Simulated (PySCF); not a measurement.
# C3H8N: g tensor and hyperfine couplings

C3H8N (doublet state).
Geometry (GFN2-xTB, Å), atoms numbered from 1 in this order:
```
atom  x, y, z in Å
C1    -1.779    0.190    0.708
C2    -0.639   -0.420    0.009
C3     0.668    0.357    0.204
N4     1.772   -0.383   -0.388
H5    -2.779    0.053    0.346
H6    -1.635    0.699    1.641
H7    -0.857   -0.516   -1.059
H8    -0.455   -1.442    0.378
H9     0.874    0.456    1.273
H10    0.546    1.371   -0.214
H11    2.648    0.107   -0.240
H12    1.636   -0.473   -1.390
```

The hyperfine couplings belong to this conformer and change with its torsions.

Identity: `[CH2]CCN` [radical].

Method used: PySCF 2.14.0, UKS B3LYP, pcH-1 on C H N, non-relativistic, mean-field spin-orbit, GIAO. One conformer (not necessarily the lowest) at the GFN2-xTB geometry, without solvent, vibrations or thermal averaging. The geometry wasn't refined by DFT: couplings that depend on bond lengths, twists or pyramidal angles can differ widely from those at the functional's own minimum. No stability test was run, so a lower SCF solution isn't excluded.

| Quantity | Value |
| --- | --- |
| g1, g2, g3 | 2.00219, 2.00277, 2.00294 |
| g_iso | 2.00263 |
| Form of g | rhombic: the two nearest values differ by 22 % of g3 − g1 |
| ⟨S²⟩ | 0.7536 (exact 0.7500) |
| HOMO–LUMO gap, α and β orbitals | 6.79, 5.00 eV |
| Basis functions | 180 |

Isotropic coupling and dipolar principal values T1 to T3, in 10⁻⁴ cm⁻¹ (1 × 10⁻⁴ cm⁻¹ = 2.998 MHz):

| atom | isotope | a_iso | T1 | T2 | T3 | Mulliken spin population |
| --- | --- | --- | --- | --- | --- | --- |
| C1 | 13C | 29.8 | -27.2 | -26.9 | 54.1 | 1.08 |
| C2 | 13C | -11.3 | -0.9 | 0.2 | 0.7 | -0.09 |
| C3 | 13C | 8.6 | -0.8 | -0.7 | 1.5 | 0.02 |
| N4 | 14N | -0.3 | -0.1 | -0.1 | 0.2 | 0.00 |
| H5 | 1H | -21.2 | -13.2 | 0.0 | 13.2 | -0.05 |
| H6 | 1H | -20.9 | -13.2 | 0.0 | 13.2 | -0.05 |
| H7 | 1H | 12.8 | -1.6 | -1.5 | 3.1 | 0.01 |
| H8 | 1H | 55.1 | -2.1 | -0.9 | 3.0 | 0.06 |
| H9 | 1H | -0.7 | -1.0 | -0.9 | 2.0 | 0.00 |
| H10 | 1H | -0.9 | -1.5 | -0.8 | 2.2 | 0.00 |
| H11 | 1H | 0.0 | -0.4 | -0.2 | 0.6 | 0.00 |
| H12 | 1H | 0.1 | -0.4 | -0.3 | 0.8 | 0.00 |

The Mulliken spin populations are largest on C1 (+1.08), C2 (-0.09) and H8 (+0.06). C1 is the only atom above +0.15. The angles at C1 add up to 359.7°, so it is planar; its axial dipolar tensor and the negative couplings of its protons fit spin in a p orbital normal to that plane.

Axes: g2 points within 9° of the C1–C2 bond.

Under fast tumbling the dipolar parts average out, and these isotropic splittings remain: 2 × 1H (H7/H8, I = 1/2, 3 lines) with 3.63 mT, 2 × 1H (H5/H6, I = 1/2, 3 lines) with 2.25 mT, 2 × 1H (H9/H10, I = 1/2, 3 lines) with 0.09 mT and 1 × 14N (N4, I = 1, 3 lines) with 0.03 mT.

Nuclei that the bonding pattern makes equivalent are averaged, as if the motion that swaps them (rotation, inversion, ring flip) were fast. The 1H value of +101.7 MHz is a mean of couplings from 38.3 to 165.1 MHz in this one geometry, not an average over conformers.

The 13C coupling of C1 (89.3 MHz) shows only in satellite lines or after enrichment, since that isotope makes up about 1.07 % of natural carbon.

The spin density at the nucleus, in bohr⁻³, is negative for C2 (-0.0301), H5/H6 (-0.0141) and N4 (-0.0026), for instance. A restricted open-shell determinant has no negative spin density anywhere; here it arises because α and β orbitals differ (spin polarisation).
